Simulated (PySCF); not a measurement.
## Removing an electron from `c1cncpc1`

Compound: C4H4NP.
Cartesian coordinates in Å at the PBE0-D3(BJ)/def2-SVP level; atoms count from 1:
```
atom  x, y, z in Å
C1    -0.6831    0.0976    0.0583
C2     0.1994    1.1111    0.4411
N3     1.5199    0.9919    0.5408
C4     2.1220   -0.1567    0.2694
P5     1.4204   -1.6764   -0.2427
C6    -0.2462   -1.1796   -0.2679
H7    -1.7513    0.3319    0.0180
H8    -0.2064    2.1000    0.6859
H9     3.2162   -0.1448    0.3837
H10   -0.9938   -1.9255   -0.5597
```

Level: wB97X-D/def2-SVPD (PySCF). Frontier orbitals with their largest atomic shares (Löwdin; up to four atoms above 4 %):

```json
{"orbital": "HOMO−3", "ε (eV)": "-10.55", "main atoms": "P5 49 %, C6 14 %, C4 11 %, N3 8 %"}
{"orbital": "HOMO−2", "ε (eV)": "-10.52", "main atoms": "C6 29 %, C1 24 %, N3 19 %, C4 10 %"}
{"orbital": "HOMO−1", "ε (eV)": "-9.25", "main atoms": "P5 30 %, C4 21 %, C2 17 %, C6 10 %"}
{"orbital": "HOMO", "ε (eV)": "-9.06", "main atoms": "?"}
{"orbital": "LUMO", "ε (eV)": "-0.21", "main atoms": "P5 34 %, C6 19 %, C2 18 %, C4 10 %"}
{"orbital": "LUMO+1", "ε (eV)": "0.33", "main atoms": "C4 23 %, C1 18 %, N3 18 %, C6 16 %"}
{"orbital": "LUMO+2", "ε (eV)": "2.41", "main atoms": "C1 20 %, C6 16 %, C2 15 %, H7 12 %"}
```

Q: What vertical ionisation energy does ΔSCF give, and how far is −ε(HOMO) from it?

A: ΔSCF: 9.30 eV (897 kJ/mol; threshold wavelength 133 nm); ⟨S²⟩ of the doublet left behind is 0.762, against 0.75 for a pure doublet. −ε(HOMO) is 9.06 eV, 0.24 eV below it. For the exact functional −ε(HOMO) would equal the first vertical ionisation energy; wB97X-D (range-separated hybrid) comes within 0.24 eV of that here.

Q: On which atoms does the HOMO lie?

A: N3 (pyridine-type nitrogen) 46 %, P5 (phosphorus bonded to 2 C) 22 %, C4 (aromatic CH next to a ring nitrogen) 11 %, C2 (aromatic CH next to a ring nitrogen) 8 %. The HOMO−1 lies 0.19 eV lower.

Q: And the vertical electron affinity, the fundamental gap, Mulliken's electronegativity and the hardness (with the factor ½)?

A: EA = 0.02 eV by ΔSCF (−ε(LUMO) = 0.21 eV). IE − EA = 9.28 eV against an orbital gap of 8.85 eV; (IE + EA)/2 = 4.66 eV; (IE − EA)/2 = 4.64 eV.

Q: With α = 75.5 au, estimate the like-pair dispersion coefficient by London's formula C6 = (3/4)α²I.

A: I = 0.3418 Eh, so C6 ≈ 1460 au, a rough estimate.

Q: Shift the occupied levels rigidly so that −ε(HOMO) equals the ΔSCF value. What binding energies result?

A: The shift is +0.24 eV: HOMO 9.30, HOMO−1 9.49, HOMO−2 10.76, HOMO−3 10.79 eV. A rigid shift is only a rough guide to the deeper ionisations.

Isolated species at its PBE0-D3(BJ)/def2-SVP geometry, gas phase.

The pairwise dispersion term of wB97X-D wasn't added to the energies; at a given geometry it leaves orbitals and properties as they are.
